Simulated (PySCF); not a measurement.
**The electron affinity along the second row**

All values are computed (PySCF 2.14, energy differences of UHF-based or UKS calculations, no spin-orbit coupling). Values in eV. The last column holds reference values (measured affinities from photodetachment; the arrow runs from anion to atom). Unmarked ones compare directly (S terms, centres of terms, or small fine structure); those marked * lie between the lowest fine-structure levels and include a spin-orbit shift.

```csv
element,configurations,MP2 (valence),CCSD (valence),CCSD(T) (valence),PBE,PBE0,r2SCAN,reference
"Li (aug-cc-pVTZ-DK, spin-free X2C)",[He] 2s2 → [He] 2s1,0.348,0.614,0.614,0.511,0.494,0.452,0.618
"B (aug-cc-pVTZ-DK, spin-free X2C)",[He] 2s2 2p2 → [He] 2s2 2p1,0.206,0.166,0.228,0.607,0.471,0.583,0.280
"C (aug-cc-pVTZ-DK, spin-free X2C)",[He] 2s2 2p3 → [He] 2s2 2p2,1.262,1.146,1.216,1.576,1.409,1.486,1.262
"O (aug-cc-pVTZ-DK, spin-free X2C)",[He] 2s2 2p5 → [He] 2s2 2p4,1.410,1.178,1.325,1.759,1.378,1.505,1.461
"F (aug-cc-pVTZ-DK, spin-free X2C)",[Ne] → [He] 2s2 2p5,3.632,n/a,n/a,3.644,3.233,3.304,3.401
```

Problem. Which of these methods has the smallest mean absolute error against the measured values here?

Solution. CCSD(T) (valence), with 0.059 eV.

```json
{"method": "MP2 (valence)", "elements": "5", "mean error (eV)": "-0.033", "mean absolute error (eV)": "0.125", "largest error (eV)": "-0.270"}
{"method": "CCSD (valence)", "elements": "4", "mean error (eV)": "-0.129", "mean absolute error (eV)": "0.129", "largest error (eV)": "-0.283"}
{"method": "CCSD(T) (valence)", "elements": "4", "mean error (eV)": "-0.059", "mean absolute error (eV)": "0.059", "largest error (eV)": "-0.136"}
{"method": "PBE", "elements": "5", "mean error (eV)": "0.215", "mean absolute error (eV)": "0.258", "largest error (eV)": "0.328"}
{"method": "PBE0", "elements": "5", "mean error (eV)": "-0.007", "mean absolute error (eV)": "0.143", "largest error (eV)": "0.191"}
{"method": "r2SCAN", "elements": "5", "mean error (eV)": "0.061", "mean absolute error (eV)": "0.167", "largest error (eV)": "0.303"}
```

The highest occupied level of the anion is positive for Li⁻ at PBE, PBE0, r2SCAN; B⁻ at PBE, PBE0, r2SCAN; C⁻ at PBE, PBE0, r2SCAN; O⁻ at PBE, PBE0, r2SCAN; F⁻ at PBE, r2SCAN, so there the basis helps to hold the electron.

Errors include the incompleteness of the basis and the frozen core.

"Valence" correlates the outer s and p shells and, in groups 3 to 12 and the f block, the outer d or f shell, open or full, or the next shell where the ion has no valence electron left; the wider scheme adds the next inner shell.
